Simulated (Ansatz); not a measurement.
# SiH₃S (doublet): wB97M-V, B2PLYP, RPA-PBE over vertical spin and charge gaps and displaced geometries, cc-pVDZ

How well do these functionals follow the top wave-function level for SiH₃S (doublet) over vertical spin and charge gaps and displaced geometries?

Method: cc-pVDZ, all electrons in the functionals, frozen cores in the correlation of double hybrids and RPA; program: Ansatz 0.2.0, Gaussian basis.

Plan: wB97M-V, B2PLYP, RPA-PBE, at charge 0, doublet; charge 0, quartet; charge 1, singlet; charge 1, triplet; displaced geometry v1; displaced geometry v2.

22 further runs of the same task are left out: 1 for a known fault of the program, 7 that didn't finish, 14 set aside as unsound or not needed.

### 1 The geometry

The geometry is a PBE0/def2-TZVP stationary point (not a proven minimum).

5 atoms, charge 0, spin multiplicity 2.

Atoms are counted from 1 here; the program's logs count them from 0.

Bond lengths: Si1–S2 2.121 Å, Si1–H3 1.489 Å, Si1–H4 1.485 Å, Si1–H5 1.485 Å. Angles: S2–Si1–H3 103.6°, S2–Si1–H4 112.2°, S2–Si1–H5 112.2°, H3–Si1–H4 109.7°, H3–Si1–H5 109.7°, H4–Si1–H5 109.4°.

Coordinates:

```
Si    0.00000   -0.00020    1.05293
S     0.00000   -0.00453   -1.06777
H     0.00009    1.44828    1.40006
H     1.21162   -0.64943    1.61457
H    -1.21170   -0.64928    1.61457
```

No dispersion term is added; wB97M-V holds VV10 nonlocal correlation.

The geometry shown and the zero of energy belong to the point charge 0, doublet. The yardstick, UCCSDT(Q), and other wave-function levels (R restricted, U unrestricted, valence and pair active spaces) come from earlier runs.

### 2 wB97M-V, charge 0, doublet

File in.yaml:

```yaml
crystal:
  periodic: [false, false, false]
  atoms:
    - {symbol: Si, position_ang: [0.000000, -0.000202, 1.052928]}
    - {symbol: S, position_ang: [0.000000, -0.004525, -1.067767]}
    - {symbol: H, position_ang: [0.000088, 1.448282, 1.400063]}
    - {symbol: H, position_ang: [1.211621, -0.649429, 1.614567]}
    - {symbol: H, position_ang: [-1.211700, -0.649282, 1.614567]}
basis:
  gaussian: {orbitals: cc-pVDZ}
magnetization: {spin_polarized: true, initial_magnetization: 1}
hamiltonian: {xc: {name: wB97M-V}}
output: {orbitals: {seedname: orbitals}}
```

Started as:

```sh
> ansatz run in.yaml --threads 1 --pin off --events-out ev --progress --plain --max-ram 2393MiB
```

The log of the run, shortened:

```text
Functional definition: wB97M-V
  name "wB97M-V"
  cite "Mardirossian & Head-Gordon, J. Chem. Phys. 144, 214110 (2016) doi:10.1063/1.4952647"
  cite "Becke, J. Chem. Phys. 107, 8554 (1997) doi:10.1063/1.475007"
  cite "Vydrov & Van Voorhis, J. Chem. Phys. 133, 244103 (2010) doi:10.1063/1.3521275"
  # Of w^i u^j: cxij and so on, Table III.
[...]
  gx(w, u) = 1 - cx + cx01*u + cx10*w
  gss(w, u) = css00 + css04*u^4 + css10*w + css20*w^2 + css43*w^4*u^3
  gos(w, u) = cos00 + cos10*w + (cos20 + cos21*u)*w^2 + (cos60 + cos61*u)*w^6
[...]
      + integral(e_c_pw_mod_opposite_spin*gos(b97_w_opposite, b97_u_opposite)) + vv10(b, c)
503 factors; integrals over basis functions are off by at most 1.1e-3 eV
175 factors; integrals over basis functions are off by at most 9.5e-6 eV
[...]
mean field -18759.54383572 eV, -689.4005202873 hartree, gradient 3.5e-6 eV, S^2 0.752052; 1 other end points of the search recorded, 0 dependent functions left out
reference -18759.54387048 eV, -689.4005215648 hartree; 17, 16 occupied and 34, 35 virtual orbitals, 503 factors
Total energy: -18759.54387048 eV, -689.4005215648 hartree
```

It took 9.5 s on 1 thread of Intel Xeon Platinum 8488C, shared host.

From the report: ⟨S²⟩ of the determinant 0.752 (pure doublet: 0.75).

### 3 wB97M-V, charge 0, quartet

Edit in.yaml of step 2 so:

```diff
@@ -10,3 +10,3 @@
   gaussian: {orbitals: cc-pVDZ}
-magnetization: {spin_polarized: true, initial_magnetization: 1}
+magnetization: {spin_polarized: true, initial_magnetization: 3}
 hamiltonian: {xc: {name: wB97M-V}}
```

The command is unchanged.

The log of the run, shortened:

```text
Functional definition: wB97M-V
  name "wB97M-V"
  cite "Mardirossian & Head-Gordon, J. Chem. Phys. 144, 214110 (2016) doi:10.1063/1.4952647"
  cite "Becke, J. Chem. Phys. 107, 8554 (1997) doi:10.1063/1.475007"
  cite "Vydrov & Van Voorhis, J. Chem. Phys. 133, 244103 (2010) doi:10.1063/1.3521275"
  # Of w^i u^j: cxij and so on, Table III.
[...]
  gx(w, u) = 1 - cx + cx01*u + cx10*w
  gss(w, u) = css00 + css04*u^4 + css10*w + css20*w^2 + css43*w^4*u^3
  gos(w, u) = cos00 + cos10*w + (cos20 + cos21*u)*w^2 + (cos60 + cos61*u)*w^6
[...]
      + integral(e_c_pw_mod_opposite_spin*gos(b97_w_opposite, b97_u_opposite)) + vv10(b, c)
503 factors; integrals over basis functions are off by at most 1.1e-3 eV
175 factors; integrals over basis functions are off by at most 9.5e-6 eV
[...]
mean field -18753.44234297 eV, -689.1762945642 hartree, gradient 5.5e-5 eV, S^2 3.754939; 3 other end points of the search recorded, 0 dependent functions left out
reference -18753.44237707 eV, -689.1762958174 hartree; 18, 15 occupied and 33, 36 virtual orbitals, 503 factors
Total energy: -18753.44237707 eV, -689.1762958174 hartree
```

Run time: 6.5 s. Hardware: 1 thread of Intel Xeon Platinum 8488C, shared host.

From the report: ⟨S²⟩ of the determinant 3.755 (pure quartet: 3.75).

From charge 0, doublet: +588.7 kJ/mol.

### 4 wB97M-V, charge 1, singlet

Edit in.yaml of step 3 so:

```diff
@@ -10,3 +10,4 @@
   gaussian: {orbitals: cc-pVDZ}
-magnetization: {spin_polarized: true, initial_magnetization: 3}
+total_charge: 1
+magnetization: {spin_polarized: true, initial_magnetization: 0}
 hamiltonian: {xc: {name: wB97M-V}}
```

The command is unchanged.

The log of the run, shortened:

```text
Functional definition: wB97M-V
  name "wB97M-V"
  cite "Mardirossian & Head-Gordon, J. Chem. Phys. 144, 214110 (2016) doi:10.1063/1.4952647"
  cite "Becke, J. Chem. Phys. 107, 8554 (1997) doi:10.1063/1.475007"
  cite "Vydrov & Van Voorhis, J. Chem. Phys. 133, 244103 (2010) doi:10.1063/1.3521275"
  # Of w^i u^j: cxij and so on, Table III.
[...]
  gx(w, u) = 1 - cx + cx01*u + cx10*w
  gss(w, u) = css00 + css04*u^4 + css10*w + css20*w^2 + css43*w^4*u^3
  gos(w, u) = cos00 + cos10*w + (cos20 + cos21*u)*w^2 + (cos60 + cos61*u)*w^6
[...]
      + integral(e_c_pw_mod_opposite_spin*gos(b97_w_opposite, b97_u_opposite)) + vv10(b, c)
503 factors; integrals over basis functions are off by at most 1.1e-3 eV
175 factors; integrals over basis functions are off by at most 9.5e-6 eV
[...]
mean field -18749.34813498 eV, -689.0258351959 hartree, gradient 3.2e-6 eV, S^2 1.005441; 5 other end points of the search recorded, 0 dependent functions left out
reference -18749.34816994 eV, -689.0258364805 hartree; 16, 16 occupied and 35, 35 virtual orbitals, 503 factors
Total energy: -18749.34816994 eV, -689.0258364805 hartree
```

Wall time 27 s (1 thread of Intel Xeon Platinum 8488C, shared host).

From the report: ⟨S²⟩ of the determinant 1.005 (pure singlet: 0.00). The determinant is far from a pure spin state, so its energy mixes those of several spin states (harmless only where they are near-degenerate, as at dissociation).

From charge 0, doublet: +983.7 kJ/mol.

### 5 wB97M-V, charge 1, triplet

Edit in.yaml of step 4 so:

```diff
@@ -11,4 +11,4 @@
 total_charge: 1
-magnetization: {spin_polarized: true, initial_magnetization: 0}
+magnetization: {spin_polarized: true, initial_magnetization: 2}
 hamiltonian: {xc: {name: wB97M-V}}
-output: {orbitals: {seedname: orbitals}}
+output: {forces: true, orbitals: {seedname: orbitals}}
```

The command is unchanged.

The log of the run, shortened:

```text
Functional definition: wB97M-V
  name "wB97M-V"
  cite "Mardirossian & Head-Gordon, J. Chem. Phys. 144, 214110 (2016) doi:10.1063/1.4952647"
  cite "Becke, J. Chem. Phys. 107, 8554 (1997) doi:10.1063/1.475007"
  cite "Vydrov & Van Voorhis, J. Chem. Phys. 133, 244103 (2010) doi:10.1063/1.3521275"
  # Of w^i u^j: cxij and so on, Table III.
[...]
  gx(w, u) = 1 - cx + cx01*u + cx10*w
  gss(w, u) = css00 + css04*u^4 + css10*w + css20*w^2 + css43*w^4*u^3
  gos(w, u) = cos00 + cos10*w + (cos20 + cos21*u)*w^2 + (cos60 + cos61*u)*w^6
[...]
      + integral(e_c_pw_mod_opposite_spin*gos(b97_w_opposite, b97_u_opposite)) + vv10(b, c)
503 factors; integrals over basis functions are off by at most 1.1e-3 eV
175 factors; integrals over basis functions are off by at most 9.5e-6 eV
[...]
mean field -18749.78446959 eV, -689.0418701972 hartree, gradient 7.0e-5 eV, S^2 2.006381; 0 other end points of the search recorded, 0 dependent functions left out
[...]
reference -18749.78450451 eV, -689.0418714803 hartree; 17, 15 occupied and 34, 36 virtual orbitals, 503 factors
Total energy: -18749.78450451 eV, -689.0418714803 hartree
Atom 0 at     0.000000    -0.000202     1.052928 Å, force     0.000010     0.169045     2.424651 eV/Å
Atom 1 at     0.000000    -0.004525    -1.067767 Å, force    -0.000005    -0.088658    -1.177706 eV/Å
Atom 2 at     0.000088     1.448282     1.400063 Å, force     0.000011     0.176044    -0.338205 eV/Å
Atom 3 at     1.211621    -0.649429     1.614567 Å, force     0.225991    -0.128229    -0.454370 eV/Å
Atom 4 at    -1.211700    -0.649282     1.614567 Å, force    -0.226006    -0.128202    -0.454370 eV/Å
Dipole moment:    -0.000001    -0.022163    -0.020918 e Å
```

It took 6.5 s on 1 thread of Intel Xeon Platinum 8488C, shared host.

From the report: ⟨S²⟩ of the determinant 2.006 (pure triplet: 2.00).

From charge 0, doublet: +941.6 kJ/mol.

### 6 wB97M-V, displaced geometry v1

File in.yaml:

```yaml
crystal:
  periodic: [false, false, false]
  atoms:
    - {symbol: Si, position_ang: [0.002123, 0.007672, 1.061033]}
    - {symbol: S, position_ang: [0.001289, -0.012794, -1.070815]}
    - {symbol: H, position_ang: [0.049341, 1.499323, 1.354401]}
    - {symbol: H, position_ang: [1.158098, -0.661202, 1.598708]}
    - {symbol: H, position_ang: [-1.307608, -0.644876, 1.547218]}
basis:
  gaussian: {orbitals: cc-pVDZ}
magnetization: {spin_polarized: true, initial_magnetization: 1}
hamiltonian: {xc: {name: wB97M-V}}
output: {forces: true, orbitals: {seedname: orbitals}}
```

Launched as before.

The log of the run, shortened:

```text
Functional definition: wB97M-V
  name "wB97M-V"
  cite "Mardirossian & Head-Gordon, J. Chem. Phys. 144, 214110 (2016) doi:10.1063/1.4952647"
  cite "Becke, J. Chem. Phys. 107, 8554 (1997) doi:10.1063/1.475007"
  cite "Vydrov & Van Voorhis, J. Chem. Phys. 133, 244103 (2010) doi:10.1063/1.3521275"
  # Of w^i u^j: cxij and so on, Table III.
[...]
  gx(w, u) = 1 - cx + cx01*u + cx10*w
  gss(w, u) = css00 + css04*u^4 + css10*w + css20*w^2 + css43*w^4*u^3
  gos(w, u) = cos00 + cos10*w + (cos20 + cos21*u)*w^2 + (cos60 + cos61*u)*w^6
[...]
      + integral(e_c_pw_mod_opposite_spin*gos(b97_w_opposite, b97_u_opposite)) + vv10(b, c)
503 factors; integrals over basis functions are off by at most 1.1e-3 eV
175 factors; integrals over basis functions are off by at most 9.0e-6 eV
[...]
mean field -18759.48075582 eV, -689.3982021437 hartree, gradient 3.0e-7 eV, S^2 0.752047; 2 other end points of the search recorded, 0 dependent functions left out
[...]
reference -18759.48079057 eV, -689.3982034206 hartree; 17, 16 occupied and 34, 35 virtual orbitals, 503 factors
Total energy: -18759.48079057 eV, -689.3982034206 hartree
Atom 0 at     0.002123     0.007672     1.061033 Å, force    -1.451705     0.526220    -0.100009 eV/Å
Atom 1 at     0.001289    -0.012794    -1.070815 Å, force     0.030989    -0.011965    -0.341284 eV/Å
Atom 2 at     0.049341     1.499323     1.354401 Å, force    -0.063083    -0.496262     0.064088 eV/Å
Atom 3 at     1.158098    -0.661202     1.598708 Å, force     0.716850    -0.435911     0.472265 eV/Å
Atom 4 at    -1.307608    -0.644876     1.547218 Å, force     0.766949     0.417919    -0.095060 eV/Å
Dipole moment:     0.019364    -0.010475     0.272471 e Å
```

It took 15 s on 1 thread of Intel Xeon Platinum 8488C, shared host.

From the report: ⟨S²⟩ of the determinant 0.752 (pure doublet: 0.75).

From charge 0, doublet: +6.1 kJ/mol.

### 7 wB97M-V, displaced geometry v2

File in.yaml:

```yaml
crystal:
  periodic: [false, false, false]
  atoms:
    - {symbol: Si, position_ang: [0.086901, -0.001232, 1.047940]}
    - {symbol: S, position_ang: [-0.077974, 0.002819, -1.061161]}
    - {symbol: H, position_ang: [-0.001265, 1.423202, 1.398489]}
    - {symbol: H, position_ang: [1.293376, -0.729779, 1.631207]}
    - {symbol: H, position_ang: [-1.233003, -0.748765, 1.528323]}
basis:
  gaussian: {orbitals: cc-pVDZ}
magnetization: {spin_polarized: true, initial_magnetization: 1}
hamiltonian: {xc: {name: wB97M-V}}
output: {orbitals: {seedname: orbitals}}
```

Launched as before.

The log of the run, shortened:

```text
Functional definition: wB97M-V
  name "wB97M-V"
  cite "Mardirossian & Head-Gordon, J. Chem. Phys. 144, 214110 (2016) doi:10.1063/1.4952647"
  cite "Becke, J. Chem. Phys. 107, 8554 (1997) doi:10.1063/1.475007"
  cite "Vydrov & Van Voorhis, J. Chem. Phys. 133, 244103 (2010) doi:10.1063/1.3521275"
  # Of w^i u^j: cxij and so on, Table III.
[...]
  gx(w, u) = 1 - cx + cx01*u + cx10*w
  gss(w, u) = css00 + css04*u^4 + css10*w + css20*w^2 + css43*w^4*u^3
  gos(w, u) = cos00 + cos10*w + (cos20 + cos21*u)*w^2 + (cos60 + cos61*u)*w^6
[...]
      + integral(e_c_pw_mod_opposite_spin*gos(b97_w_opposite, b97_u_opposite)) + vv10(b, c)
503 factors; integrals over basis functions are off by at most 1.1e-3 eV
175 factors; integrals over basis functions are off by at most 8.6e-6 eV
[...]
mean field -18759.41665314 eV, -689.3958464136 hartree, gradient 2.2e-6 eV, S^2 0.752189; 2 other end points of the search recorded, 0 dependent functions left out
reference -18759.41668793 eV, -689.3958476920 hartree; 17, 16 occupied and 34, 35 virtual orbitals, 503 factors
Total energy: -18759.41668793 eV, -689.3958476920 hartree
```

Wall time 11 s (1 thread of Intel Xeon Platinum 8488C, shared host).

From the report: ⟨S²⟩ of the determinant 0.752 (pure doublet: 0.75).

From charge 0, doublet: +12.3 kJ/mol.

### 8 B2PLYP, charge 0, doublet

File in.yaml:

```yaml
crystal:
  periodic: [false, false, false]
  atoms:
    - {symbol: Si, position_ang: [0.000000, -0.000202, 1.052928]}
    - {symbol: S, position_ang: [0.000000, -0.004525, -1.067767]}
    - {symbol: H, position_ang: [0.000088, 1.448282, 1.400063]}
    - {symbol: H, position_ang: [1.211621, -0.649429, 1.614567]}
    - {symbol: H, position_ang: [-1.211700, -0.649282, 1.614567]}
basis:
  gaussian: {orbitals: cc-pVDZ}
magnetization: {spin_polarized: true, initial_magnetization: 1}
hamiltonian: {xc: {name: B2PLYP}}
correlation: {electrons: outside_noble_gas}
```

The command is unchanged.

The log of the run, shortened:

```text
Functional definition: B2PLYP
  name "B2PLYP"
  cite "Grimme, J. Chem. Phys. 124, 034108 (2006) doi:10.1063/1.2148954"
  cite "Becke, Phys. Rev. A 38, 3098 (1988) doi:10.1103/PhysRevA.38.3098"
  cite "Lee, Yang & Parr, Phys. Rev. B 37, 785 (1988) doi:10.1103/PhysRevB.37.785"
[...]
503 factors; integrals over basis functions are off by at most 1.1e-3 eV
[...]
mean field -18751.74730068 eV, -689.1140029092 hartree, gradient 3.2e-6 eV, S^2 0.754851; 2 other end points of the search recorded, 0 dependent functions left out
10 core orbitals not correlated: weight in the atoms' cores, before any rotation towards them, 1.000 or more for the frozen orbitals, at most 0.000 for the correlated occupied ones
reference -18751.74743867 eV, -689.1140079803 hartree; 7, 6 occupied and 34, 35 virtual orbitals, 503 factors
second order -7.07752555 eV of doubles, -0.00000000 eV of singles
Total energy: -18753.65837057 eV, -689.1842334323 hartree
```

Run time: 2.6 s. Hardware: 1 thread of Intel Xeon Platinum 8488C, shared host.

From the report: ⟨S²⟩ of the determinant 0.755 (pure doublet: 0.75).

### 9 B2PLYP, charge 0, quartet

Edit in.yaml of step 8 so:

```diff
@@ -10,3 +10,3 @@
   gaussian: {orbitals: cc-pVDZ}
-magnetization: {spin_polarized: true, initial_magnetization: 1}
+magnetization: {spin_polarized: true, initial_magnetization: 3}
 hamiltonian: {xc: {name: B2PLYP}}
```

Same command.

The log of the run, shortened:

```text
Functional definition: B2PLYP
  name "B2PLYP"
  cite "Grimme, J. Chem. Phys. 124, 034108 (2006) doi:10.1063/1.2148954"
  cite "Becke, Phys. Rev. A 38, 3098 (1988) doi:10.1103/PhysRevA.38.3098"
  cite "Lee, Yang & Parr, Phys. Rev. B 37, 785 (1988) doi:10.1103/PhysRevB.37.785"
[...]
503 factors; integrals over basis functions are off by at most 1.1e-3 eV
[...]
mean field -18745.71789275 eV, -688.8924262548 hartree, gradient 6.5e-6 eV, S^2 3.757312; 2 other end points of the search recorded, 0 dependent functions left out
10 core orbitals not correlated: weight in the atoms' cores, before any rotation towards them, 1.000 or more for the frozen orbitals, at most 0.000 for the correlated occupied ones
reference -18745.71803185 eV, -688.8924313665 hartree; 8, 5 occupied and 33, 36 virtual orbitals, 503 factors
second order -7.16720882 eV of doubles, -0.00000000 eV of singles
Total energy: -18747.65317823 eV, -688.9635466843 hartree
```

It took 1.8 s on 1 thread of Intel Xeon Platinum 8488C, shared host.

From the report: ⟨S²⟩ of the determinant 3.757 (pure quartet: 3.75).

From charge 0, doublet: +579.4 kJ/mol.

### 10 B2PLYP, charge 1, singlet

Edit in.yaml of step 9 so:

```diff
@@ -10,3 +10,4 @@
   gaussian: {orbitals: cc-pVDZ}
-magnetization: {spin_polarized: true, initial_magnetization: 3}
+total_charge: 1
+magnetization: {spin_polarized: true, initial_magnetization: 0}
 hamiltonian: {xc: {name: B2PLYP}}
```

Same command.

The log of the run, shortened:

```text
Functional definition: B2PLYP
  name "B2PLYP"
  cite "Grimme, J. Chem. Phys. 124, 034108 (2006) doi:10.1063/1.2148954"
  cite "Becke, Phys. Rev. A 38, 3098 (1988) doi:10.1103/PhysRevA.38.3098"
  cite "Lee, Yang & Parr, Phys. Rev. B 37, 785 (1988) doi:10.1103/PhysRevB.37.785"
[...]
503 factors; integrals over basis functions are off by at most 1.1e-3 eV
[...]
mean field -18741.91528719 eV, -688.7526830777 hartree, gradient 2.9e-9 eV, S^2 1.013616; 5 other end points of the search recorded, 0 dependent functions left out
10 core orbitals not correlated: weight in the atoms' cores, before any rotation towards them, 1.000 or more for the frozen orbitals, at most 0.000 for the correlated occupied ones
reference -18741.91542355 eV, -688.7526880888 hartree; 6, 6 occupied and 35, 35 virtual orbitals, 503 factors
second order -6.43532955 eV of doubles, -0.00000000 eV of singles
Total energy: -18743.65296252 eV, -688.8165414685 hartree
```

Wall time 8.5 s (1 thread of Intel Xeon Platinum 8488C, shared host).

From the report: ⟨S²⟩ of the determinant 1.014 (pure singlet: 0.00). The determinant is far from a pure spin state, so its energy mixes those of several spin states (harmless only where they are near-degenerate, as at dissociation).

From charge 0, doublet: +965.4 kJ/mol.

### 11 B2PLYP, charge 1, triplet

Edit in.yaml of step 10 so:

```diff
@@ -11,3 +11,3 @@
 total_charge: 1
-magnetization: {spin_polarized: true, initial_magnetization: 0}
+magnetization: {spin_polarized: true, initial_magnetization: 2}
 hamiltonian: {xc: {name: B2PLYP}}
```

The command is unchanged.

The log of the run, shortened:

```text
Functional definition: B2PLYP
  name "B2PLYP"
  cite "Grimme, J. Chem. Phys. 124, 034108 (2006) doi:10.1063/1.2148954"
  cite "Becke, Phys. Rev. A 38, 3098 (1988) doi:10.1103/PhysRevA.38.3098"
  cite "Lee, Yang & Parr, Phys. Rev. B 37, 785 (1988) doi:10.1103/PhysRevB.37.785"
[...]
503 factors; integrals over basis functions are off by at most 1.1e-3 eV
[...]
mean field -18742.33274201 eV, -688.7680242593 hartree, gradient 4.7e-6 eV, S^2 2.012175; 0 other end points of the search recorded, 0 dependent functions left out
10 core orbitals not correlated: weight in the atoms' cores, before any rotation towards them, 1.000 or more for the frozen orbitals, at most 0.000 for the correlated occupied ones
reference -18742.33287862 eV, -688.7680292797 hartree; 7, 5 occupied and 34, 36 virtual orbitals, 503 factors
second order -6.45293756 eV of doubles, -0.00000000 eV of singles
Total energy: -18744.07517176 eV, -688.8320573716 hartree
```

Wall time 1.3 s (1 thread of Intel Xeon Platinum 8488C, shared host).

From the report: ⟨S²⟩ of the determinant 2.012 (pure triplet: 2.00).

From charge 0, doublet: +924.6 kJ/mol.

### 12 B2PLYP, displaced geometry v1

File in.yaml:

```yaml
crystal:
  periodic: [false, false, false]
  atoms:
    - {symbol: Si, position_ang: [0.002123, 0.007672, 1.061033]}
    - {symbol: S, position_ang: [0.001289, -0.012794, -1.070815]}
    - {symbol: H, position_ang: [0.049341, 1.499323, 1.354401]}
    - {symbol: H, position_ang: [1.158098, -0.661202, 1.598708]}
    - {symbol: H, position_ang: [-1.307608, -0.644876, 1.547218]}
basis:
  gaussian: {orbitals: cc-pVDZ}
magnetization: {spin_polarized: true, initial_magnetization: 1}
hamiltonian: {xc: {name: B2PLYP}}
correlation: {electrons: outside_noble_gas}
```

Launched as before.

The log of the run, shortened:

```text
Functional definition: B2PLYP
  name "B2PLYP"
  cite "Grimme, J. Chem. Phys. 124, 034108 (2006) doi:10.1063/1.2148954"
  cite "Becke, Phys. Rev. A 38, 3098 (1988) doi:10.1103/PhysRevA.38.3098"
  cite "Lee, Yang & Parr, Phys. Rev. B 37, 785 (1988) doi:10.1103/PhysRevB.37.785"
[...]
503 factors; integrals over basis functions are off by at most 1.1e-3 eV
[...]
mean field -18751.68218746 eV, -689.1116100426 hartree, gradient 2.5e-6 eV, S^2 0.754855; 2 other end points of the search recorded, 0 dependent functions left out
10 core orbitals not correlated: weight in the atoms' cores, before any rotation towards them, 1.000 or more for the frozen orbitals, at most 0.000 for the correlated occupied ones
reference -18751.68232459 eV, -689.1116150819 hartree; 7, 6 occupied and 34, 35 virtual orbitals, 503 factors
second order -7.08160037 eV of doubles, -0.00000000 eV of singles
Total energy: -18753.59435669 eV, -689.1818809656 hartree
```

It took 2.9 s on 1 thread of Intel Xeon Platinum 8488C, shared host.

From the report: ⟨S²⟩ of the determinant 0.755 (pure doublet: 0.75).

From charge 0, doublet: +6.2 kJ/mol.

(Part 1 of 2 ends here.)
